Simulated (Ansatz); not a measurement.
This was printed by a script on Ansatz 0.2.0, Python API, for a single point in a Gaussian basis of C2H3O3S (charge -1), SMILES C=CS(=O)(=O)[O-]. What did the script look like? Use: PBE0, def2-SVP basis, multiplicity 1.

```console
$ python energy.py
converged              True
free_energy_ev         -19074.61665136135
reference_energy_ev    -19074.61665136135
n_frozen               0
n_occupied             [28, 28]
n_virtual              [75, 75]
```

One script that gives this output:

`energy.py`
```python
"""Single point of C2H3O3S(-)."""

import json
import sys

import ansatz as az
from rdkit import Chem
from rdkit.Chem import AllChem

SETTINGS = {
    "basis": "def2-SVP",
    "xc": "PBE0",
    "net_charge": -1,
}

# start geometry from RDKit
rd = Chem.AddHs(Chem.MolFromSmiles("C=CS(=O)(=O)[O-]"))
AllChem.EmbedMolecule(rd, randomSeed=525)
AllChem.UFFOptimizeMolecule(rd)
molecule = az.Crystal.molecule()
for atom, xyz in zip(rd.GetAtoms(), rd.GetConformer().GetPositions()):
    molecule = molecule.atom(atom.GetSymbol(), xyz.round(5).tolist())

calculation = molecule.calculation()
calculation = calculation.basis(gaussian=SETTINGS["basis"]).functional(SETTINGS["xc"])
calculation = calculation.charge(SETTINGS["net_charge"])
try:
    rep = calculation.run(threads=1, backend="cpu").report
except az.AnsatzError as error:
    sys.exit(f"{type(error).__name__}: {error}")

for key in ("converged", "free_energy_ev", "reference_energy_ev", "n_frozen", "n_occupied", "n_virtual"):
    print(f"{key:22s} {rep[key]}")
with open("c2h3o3s.json", "w") as handle:
    json.dump({k: rep[k] for k in ("free_energy_ev", "reference_energy_ev", "n_occupied", "n_virtual")}, handle, indent=1)
```

Total energies depend on the basis set; only differences at equal settings carry meaning. The geometry is a force-field or estimated start, not a minimum of this method, and the basis set is short of its limit. Anions want diffuse functions, which this basis lacks. Hardware and time: 3.6 s on 1 thread of Arm Neoverse V1, with other jobs on the host, peak memory 0.32 GiB.

(A comment or docstring line of the script was reworded after the run, the code is as it ran; lines on the test bed's own set-up are left out of the output.)
